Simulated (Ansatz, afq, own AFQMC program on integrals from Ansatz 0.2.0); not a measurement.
## SiH$_{4}$⁺, doublet in 6-31G along one coordinate

```yaml
atoms:
  - { symbol: Si, position_ang: [0.0000, 0.0000, 0.0000] }
  - { symbol: H, position_ang: [-0.0112, 1.0909, 1.0838] }
  - { symbol: H, position_ang: [-0.0168, -1.0838, 1.0907] }
  - { symbol: H, position_ang: [0.0168, 1.0838, -1.0907] }
  - { symbol: H, position_ang: [0.0112, -1.0909, -1.0838] }
```

The Si1–H3 distance is changed with both sides rigid. Energies in kJ/mol count from this geometry (1.538 Å) at the same level; the start stands on UHF, each point on the determinant named.

Basis 6-31G. Only valence electrons are correlated. Ansatz 0.2.0 and our own AFQMC program on the same integrals; the CISD trial comes from CCSD amplitudes, and released means the phaseless constraint is let go. ± is one standard error of the sampling.

Cautions, each for one point or more: the ph-AFQMC/CISD walk drifts between its halves; unrestricted determinant slightly spin contaminated.

```tsv
r(Si1–H3) / Å	det.	T1	weight	⟨S²⟩	wB97M-V	B2PLYP	CCSD(T)
1.368	UHF	0.017	0.94	0.81	28.0	29.2	33.1
1.703	UHF	0.020	0.93	0.83	7.7	6.4	1.8
2.074	UHF	0.022	0.92	0.82	44.7	39.6	22.0
2.880	UHF	0.009	0.93	0.75	60.3	50.9	14.0
4.252	UHF	0.008	0.93	0.75	64.9	54.5	11.9
```

(1) Estimate the curve of full CI, counted from the same start.

Results:

(1) 
```tsv
r(Si1–H3) / Å	det.	T1	weight	⟨S²⟩	FCI	ph-AFQMC/CISD	released AFQMC	CCSDT(Q)
1.368	UHF	0.017	0.94	0.81	33.3	33.1 ± 0.1	33.1 ± 0.05	33.3
1.703	UHF	0.020	0.93	0.83	1.6	1.5 ± 0.1	1.5 ± 0.05	1.6
2.074	UHF	0.022	0.92	0.82	21.8	21.8 ± 0.1	–	21.8
2.880	UHF	0.009	0.93	0.75	14.6	14.4 ± 0.1	14.4 ± 0.06	14.6
4.252	UHF	0.008	0.93	0.75	12.5	12.3 ± 0.1	12.4 ± 0.05	12.5
```

Weight is that of the determinant in the CISD state; at the start T1 is 0.017 and the weight 0.93, and ⟨S²⟩ is 0.81. Symmetry can't show for every point that it stays on the start's state. A dash marks a missing value, a released energy that hasn't settled or a functional that sits on another state. Largest departures from full CI: CCSD(T) -0.6 kJ/mol at 4.252 (on UHF), ph-AFQMC/CISD -0.2 kJ/mol at 4.252 (on UHF) (within the noise), released AFQMC -0.2 kJ/mol at 2.880 (on UHF), CCSDT(Q) 0.0 kJ/mol at 4.252 (on UHF). The functionals aren't scored here. In this small basis the wave-function levels are far from their limit, so their gap to the functionals isn't the functionals' error.

CCSDT and higher add their correlation energy to the determinant of the CCSD(T) run, since their own runs factorise the integrals more tightly (a shift of under 2 meV). A walk keeps the symmetry of its determinant, which the program's search chose and which needn't be the lowest solution, so a lower state of the same spin and another symmetry isn't excluded. Released energies are given only where the last usable release times agree within the noise; a slower fall can still hide under it.
